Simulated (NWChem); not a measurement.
System: sulfur dioxide (SO$_{2}$); SMILES O=S=O

```xyz
3

O      1.2504     0.0000     0.3713
S      0.0000     0.0000    -0.3713
O     -1.2504     0.0000     0.3713
```
Atoms are numbered in this order, from 1.

Computed with NWChem. Geometry: optimised at PBE0/def2-SVP. B3LYP is NWChem's, with the RPA form of VWN correlation. Total energies of different functionals are on different scales.

```tsv
level	energy (Ha)	highest occupied level (eV)	orbital gap (eV)	dipole (D)
B3LYP/def2-TZVP	-548.7217	-9.32	5.51	1.82
PBE/def2-TZVP	-548.4018	(withheld)	3.49	1.61
MPW1K/def2-TZVP	-548.6490	-10.75	7.80	1.89
LC-wPBE (HJS exchange hole, range parameter 0.4 per bohr)/def2-TZVP	-548.4601	-12.38	11.23	1.85
TPSSh/def2-TZVP	-548.7216	-8.68	4.62	1.68
LC-BLYP (range parameter 0.33 per bohr)/def2-TZVP	-548.2441	-11.92	10.57	1.89
B3PW91/def2-TZVP	-548.6098	-9.30	5.49	1.76
PW91/def2-TZVP	-548.6702	-8.00	3.49	1.63
```

Question: Some entries are withheld; supply them.

Answer: 
- PBE/def2-TZVP, highest occupied level (eV): -7.93
